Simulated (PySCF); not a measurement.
## Proton affinity of acetonitrile, site by site

System: acetonitrile, `CC#N` (C2H3N). Non-hydrogen atoms are numbered in `[CH3:1][C:2]#[N:3]`.

Energies: ωB97X-D3(BJ)/def2-TZVP (PySCF, density fitting, integration grid level 2) on PBE0-D3(BJ)/def2-SVP structures. ωB97X-D3(BJ) is ωB97X-V with D3(BJ) in place of VV10. Thermal corrections: PBE0-D3(BJ)/def2-SVP frequencies, unscaled, ideal gas at 298.15 K and 1 bar, quasi-RRHO entropy.

```csv
site,product,PA / eV,GB / eV
N3 (nitrile nitrogen),CC#[NH+],8.21,7.89
```

PA is −ΔH and GB is −ΔG of B + H⁺ → BH⁺ in the gas phase. Sites whose products fell apart, merged with another or lost in a GFN2-xTB screen aren't listed.

Measured values (NIST Chemistry WebBook, evaluated or the median of agreeing entries): proton affinity (−ΔH) 779 kJ/mol (computed 793, difference 13); gas-phase basicity (−ΔG) 748 kJ/mol (computed 761, difference 13).

Hardware: 1 thread of Intel Xeon 6975P-C, shared with other jobs. Command: `OMP_NUM_THREADS=1 python redox_run.py task.json out`. Structures, frequencies and single points: 42 s.

Differences come from unrounded values, so a last digit can differ from that of the printed terms.
